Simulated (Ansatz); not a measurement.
## Tetradymite Bi₂Se₃

These are r²SCAN (plane waves, PAW; Ansatz, an electronic-structure program) values and carry that method's errors.

Numerical settings: plane-wave cutoff 500 eV, 10×10×10 k mesh, Fermi–Dirac smearing 0.05 eV, scalar-relativistic PAW data made under PBE.

Cell: relaxed at this level.

```yaml
volume_per_atom: 30.25 Å³/atom
lattice_parameter_a: 4.164 Å
c axis length: 30.216 Å
```

Measured, for comparison: lattice constant a 4.143 Å, lattice parameter c 28.636 Å (temperature not stated, no zero-point or thermal correction; as tabulated in Luo et al. (2012), arXiv:1308.1523). Computed (rounded) less measured: lattice constant a +0.5 %, lattice parameter c +5.5 %.

Note: the cell comes from a level without a dispersion term, which matters for the spacing of layers, chains or molecules.

Spin–orbit coupling is not included; it can shift volumes and moduli of such heavy elements.

Computed values are for the static lattice.

Cost on a shared machine: very roughly 16 core-minutes.
